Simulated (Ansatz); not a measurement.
Take Al in the fcc (Cu type) structure (space group Fm-3m, No. 225) as the base.

```
Al
1.0
    0.00000     1.99601     1.99601
    1.99601     0.00000     1.99601
    1.99601     1.99601     0.00000
Al
1
Direct
  0.00000   0.00000   0.00000
```

The values are results of Ansatz (a quantum-chemistry and plane-wave program) r2SCAN, scalar-relativistic without spin-orbit coupling, not measurements.

Perturbation: every Al is replaced by Cu; the structure is relaxed again.

Measured lattice parameter a: Al 4.018 Å (static lattice; corrected from measurement; as listed in Daniel Mejia-Rodriguez, S. B. Trickey, Phys. Rev. B (2018)); Cu 3.595 Å (static lattice; corrected from measurement; as listed in Gábor I. Csonka et al., Physical Review B (2009)).

How well does r2SCAN reproduce the measured shift?

With r2SCAN the lattice parameter a moves by -0.415 Å (3.992 → 3.577) against -0.423 Å measured.

Stability against distortions was not tested. The final runs are not spin-polarised.
